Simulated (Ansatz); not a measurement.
C3H3NS, SMILES `C#CC(=N)S`, relaxed with RKS PBE-D4/def2-SVP in Ansatz 0.2.0 from a rough embedded geometry. The force threshold is 0.03 eV/Å; the program also tests the step.

The species carries charge 0 and has multiplicity 1.

Start:

```xyz
8

C     0.648    0.573    1.634
C     0.254    0.187    0.508
C    -0.218   -0.303   -0.790
N     0.769   -0.881   -1.459
S    -1.842   -0.156   -1.253
H     0.989    0.965    2.504
H     1.636   -0.859   -1.003
H    -2.235    0.474   -0.141
```

| step | energy (eV) | largest force (eV/Å) | largest move (Å) |
| --- | --- | --- | --- |
| 1 | -15464.9398 | 5.194 | 0.000 |
| 2 | -15465.4011 | 2.669 | 0.074 |
| 3 (rejected) | -15465.3840 | 1.821 | 0.194 |
| 4 | -15465.4993 | 1.104 | 0.097 |
| 5 | -15465.5316 | 0.310 | 0.100 |
| 6 | -15465.5473 | 0.024 | 0.084 |

End:

```xyz
8

C     0.593    0.634    1.645
C     0.262    0.200    0.547
C    -0.092   -0.327   -0.743
N     0.702   -0.911   -1.570
S    -1.806   -0.149   -1.229
H     0.892    1.011    2.613
H     1.653   -0.947   -1.169
H    -2.205    0.488   -0.094
```

Hardware: 2 threads of an Arm Neoverse V2 on a shared host. Wall time 9 s, peak host memory 0.12 GiB.
